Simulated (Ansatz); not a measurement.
## C4H8O (2-butanone): a line through the functionals

The species is C4H8O (13 atoms), meant as a singlet with charge 0. SMILES: `CCC(C)=O`. The coordinates come from a PBE0-D4/def2-TZVP relaxation. This is one conformer, not always the lowest.

The HOMO–LUMO gap y, in eV, basis 6-31G(d); a is the functional's share of exact exchange. Programs: Ansatz 0.2.0.

```
functional  program     a  y (eV)
       PBE   Ansatz     0    3.99
    revPBE   Ansatz     0    4.02
     B3LYP   Ansatz   0.2    6.30
      PBE0   Ansatz  0.25    6.82
   r2SCAN0   Ansatz  0.25       ?
     BHLYP   Ansatz   0.5    9.72
```

Q: Fit y = c + s·a to the known rows and predict r2SCAN0.

A: 
1. Means of the 5 rows: a = 0.1900, y = 6.170.
2. Σ(Δa)² = 0.172, Σ(Δa·Δy) = 1.9635, so the slope is 1.9635/0.172 = 11.416.
3. Intercept: 6.170 − (11.416) × 0.1900 = 4.001. The largest residual of the fit is 0.035.
4. r2SCAN0: 4.001 + (11.416) × 0.25 = 6.86 eV.

The run gave 7.18 eV, so the prediction is off by -0.32 eV, more than the scatter of the fit. Exact exchange lowers occupied levels and raises empty ones. The rows mix families of semi-local functionals, which the line can't see.
